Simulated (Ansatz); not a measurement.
Input file:

```yaml
crystal:
  periodic: [false, false, false]
  atoms:
    - {symbol: Al, position_ang: [0.000000, 0.000000, 2.384233]}
    - {symbol: Si, position_ang: [0.000000, 0.000000, -0.204167]}
    - {symbol: P, position_ang: [0.000000, 0.000000, -2.180067]}
basis:
  gaussian: {orbitals: cc-pVDZ}
magnetization: {spin_polarized: false}
correlation: {method: bccd_t, electrons: outside_noble_gas}
```

```sh
$ ansatz run in.yaml --threads 1 --pin off --events-out ev --progress --plain --max-ram 2393MiB
```

Roughly how long does this take on 1 thread of Intel Xeon, shared host, and how much host memory?

23 s wall and 0.12 GiB.

```
559 factors; integrals over basis functions are off by at most 8.7e-4 eV
mean field evaluation 1: about -23712.7572 eV, gradient 2.0e1 eV
mean field evaluation 2: about -23713.0032 eV, gradient 2.0e1 eV
mean field evaluation 4: about -23715.1954 eV, gradient 2.4e0 eV
mean field evaluation 8: about -23715.2586 eV, gradient 2.5e-1 eV
mean field evaluation 16: about -23712.7572 eV, gradient 2.0e1 eV
mean field evaluation 32: about -23709.5594 eV, gradient 4.6e-1 eV
mean field evaluation 64: about -23710.2426 eV, gradient 3.0e1 eV
mean field evaluation 96: about -23714.0489 eV, gradient 9.7e0 eV
mean field evaluation 128: about -23705.1516 eV, gradient 8.4e0 eV
mean field evaluation 160: about -23709.6256 eV, gradient 2.4e-2 eV
mean field -23715.25932464 eV, -871.5197054002 hartree, gradient 4.6e-6 eV, S^2 0.000000; 8 other end points of the search recorded, 0 dependent functions left out; unrestricted orbitals would lower it
determinant -23715.25932464 eV, -871.5197054002 hartree, with singles and doubles -23722.88021422 eV, -871.7997679270 hartree
determinant -23709.62559026 eV, -871.3126694805 hartree, with singles and doubles -23716.69541073 eV, -871.5724805910 hartree
determinant -23709.56269191 eV, -871.3103580088 hartree, with singles and doubles -23717.67191041 eV, -871.6083662920 hartree
15 core orbitals not correlated: weight in the atoms' cores, before any rotation towards them, 1.000 or more for the frozen orbitals, at most 0.000 for the correlated occupied ones
reference -23715.25932464 eV, -871.5197054002 hartree; 6, 6 occupied and 33, 33 virtual orbitals, 559 factors
second order -6.85446640 eV of doubles, -0.00000000 eV of singles
cycle   1  -7.57762935 eV  change    4.3e-2 eV  update   2.6e-2
cycle   2  -7.58660845 eV  change   -9.0e-3 eV  update   1.3e-2
cycle   3  -7.59054366 eV  change   -3.9e-3 eV  update   3.3e-3
cycle   4  -7.58792618 eV  change    2.6e-3 eV  update   6.9e-4
cycle   5  -7.58777970 eV  change    1.5e-4 eV  update   3.2e-4
cycle   6  -7.58796799 eV  change   -1.9e-4 eV  update   1.0e-4
cycle   7  -7.58797917 eV  change   -1.1e-5 eV  update   3.5e-5
cycle   8  -7.58799776 eV  change   -1.9e-5 eV  update   1.5e-5
cycle   9  -7.58800890 eV  change   -1.1e-5 eV  update   6.7e-6
perturbative correction -0.53581967 eV, -0.0196910096 hartree
Total energy: -23723.38315321 eV, -871.8182505936 hartree
```
